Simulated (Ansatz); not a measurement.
# Litharge PbO

The numbers are results of r²SCAN (PAW; Ansatz, a program for electronic structure), not measurements.

Cell: relaxed at this level.

```yaml
interlayer_binding_energy: 8.2 meV/Å²
layer_repeat_distance: 5.333 Å
gap_between_the_layers: 2.957 Å
```

Note: the cell comes from a level without a dispersion term, which matters for the spacing of layers, chains or molecules; the cell has widely spaced layers and the level no dispersion term, so their spacing and the moduli can rest on weak binding.

Spin–orbit coupling is not included; with these elements it can move the gap by several tenths of an eV or more.

Computed values are for the static lattice.
